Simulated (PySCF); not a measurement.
Molecule: SMILES c1c(Cl)c[n-]n1, [C$_{3}$H$_{2}$ClN$_{2}$]-.

Molfile (atoms numbered from 1):
```
C3H2ClN2
     RDKit          3D

  8  8  0  0  0  0  0  0  0  0999 V2000
    2.7323    0.1265   -0.7647 Cl  0  0  0  0  0  0  0  0  0  0  0  0
    1.0265    0.0625   -0.3928 C   0  0  0  0  0  0  0  0  0  0  0  0
    0.2293   -1.0709   -0.1965 C   0  0  0  0  0  0  0  0  0  0  0  0
   -1.0296   -0.6865    0.0693 N   0  0  0  0  0  0  0  0  0  0  0  0
   -1.0833    0.6557    0.0538 N   0  0  0  0  0  0  0  0  0  0  0  0
    0.1411    1.1329   -0.2218 C   0  0  0  0  0  0  0  0  0  0  0  0
    0.5217   -2.1234   -0.2390 H   0  0  0  0  0  0  0  0  0  0  0  0
    0.3489    2.2040   -0.2887 H   0  0  0  0  0  0  0  0  0  0  0  0
  1  2  1  0
  2  3  1  0
  3  4  2  0
  4  5  1  0
  5  6  1  0
  6  2  2  0
  3  7  1  0
  6  8  1  0
M  CHG  1   5  -1
M  END
```

Geometry PBE0-D3(BJ)/def2-SVP throughout; GIAO in PySCF, gas phase, one conformer, non-relativistic; equivalent atoms averaged; basis pcSseg-2.

For orientation, BP86 gives these absolute shieldings σ: Cl1 854.8, C3/C6 43.6, C2 68.4, N4/N5 -106.6, H7/H8 24.20 ppm.

A run gave: Cl1 893.7, C3/C6 41.4, C2 71.6, N4/N5 -128.3, H7/H8 24.20 ppm (absolute shieldings σ).

Q: Which functional was used in that run?
A. KT2
B. BHandHLYP
C. LC-wPBE
D. PBE

A: B. N4/N5 tells them apart best: BHandHLYP gives -128.3, KT2 gives -89.5, PBE gives -107.2, LC-wPBE gives -111.1 ppm.
